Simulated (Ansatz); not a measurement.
The first iterations of a band of CH5B + ClH (9 atoms, charge 0, multiplicity 1).

These are results of RKS B3LYP/6-31G* (Ansatz), not measurements.

```
movable images  : 7
climbing image  : yes
spring          : 5.0 eV/Å²
optimiser       : quadratic models (default)
start path      : through a guess of the saddle point
force threshold : 0.03 eV/Å
iteration limit : 60
end points      : relaxed
```

Image 0:

```xyz
9
Properties=species:S:1:pos:R:3
B 0.030 0.195 0.289
C 0.064 0.436 1.836
H -0.872 0.208 2.359
H 0.905 -0.035 2.356
H 0.213 1.526 1.951
H 1.044 0.034 -0.327
H -0.994 0.297 -0.325
Cl -0.359 -2.870 0.369
H -0.464 -2.978 1.651
```

Image 8:

```xyz
9
Properties=species:S:1:pos:R:3
B -0.088 -0.709 -0.904
C -0.002 0.055 2.763
H -0.876 0.362 3.343
H 0.888 0.082 3.398
H 0.133 0.740 1.921
H 1.018 -0.274 -0.881
H -1.067 -0.034 -0.873
Cl -0.289 -2.447 -1.002
H -0.152 -0.963 2.393
```

| iteration | highest image above the first end (eV) | largest band force component (eV/Å) |
| --- | --- | --- |
| 1 | 3.595 | 11.418 |
| 2 | 1.970 | 2.721 |
| 3 | 1.499 | 2.530 |
| 4 | 1.009 | 2.567 |
| 5 | 0.598 | 1.694 |
| 6 | 0.580 | 0.567 |

Q: Does the band converge within its limit, and where does its top end?

A: The run converged. It ended after 19 iterations with the highest image 0.756 eV above the first end. A vibrational analysis at the climbing image gives one clearly imaginary mode, 990i cm⁻¹: a first-order saddle point. The orbitals stay closed-shell, which can raise the energy where a bond breaks towards radicals; this wasn't checked here.

Time of the run: 6.6 min on 1 thread of Intel(R) Xeon(R) Platinum 8375C CPU @ 2.90GHz (Ice Lake), with other jobs on the host, peak memory 0.13 GiB.
